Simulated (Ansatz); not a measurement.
Process, species as SMILES: C#CC → C1=CC1
B3LYP-D3(BJ)/def2-TZVP geometries, fixed; electronic energies without zero-point terms.
Largest species:
```xyz
7

C     -0.0011    -0.0004     0.2181
C     -0.0068    -0.0029     1.4176
C      0.0060     0.0025    -1.2360
H     -0.0119    -0.0051     2.4795
H      0.0152     1.0232    -1.6237
H      0.8874    -0.5130    -1.6226
H     -0.8790    -0.5002    -1.6311
```

Basis-set convergence of the isomerisation energy at HF with Ansatz (an electronic-structure program). Cartesian d functions, on some or all atoms, in 6-31G**; all else is spherical. No added dispersion term, no relativity. Functions are those of the species that has most. Reference: the value in def2-QZVPPD, 27.01 kcal/mol, itself unsure by roughly 0.03 kcal/mol (its mean distance from pcseg-3, def2-QZVPP, cc-pVQZ). Deviations are taken from unrounded values.

```
basis            functions  isomerisation energy (kcal/mol)  minus reference (kcal/mol)
---------------  ---------  -------------------------------  --------------------------
def2-SV(P)              50                            25.01                       -2.00
cc-pVDZ                 62                            25.97                       -1.04
def2-SVP                62                            25.39                       -1.62
pcseg-1                 62                            27.65                        0.64
6-31G**                 65                            25.43                       -1.58
6-311+G**               90                            27.65                        0.64
cc-pVTZ                146                            26.95                       -0.07
pcseg-2                146                            27.34                        0.33
def2-TZVPP             149                            27.04                        0.03
jun-cc-pV(T+d)Z        173                            27.07                        0.06
def2-TZVPPD            179                            27.04                        0.03
aug-pcseg-2            230                            27.32                        0.31
def2-QZVPPD            321                            27.01                        0.00
```

The smallest set listed that lies within 0.5 kcal/mol of the reference with all its larger relatives (same family, alike in diffuse functions; a set with none counts only in the reference's own line) is cc-pVTZ (146 functions, -0.07 kcal/mol off), level with pcseg-2. Inside, with no larger relative to test it: aug-pcseg-2. (Relatives not listed, tested too: aug-cc-pVTZ 0.07, cc-pVQZ -0.04, def2-QZVP 0.00, def2-QZVPP 0.00, pcseg-3 -0.04 kcal/mol.)
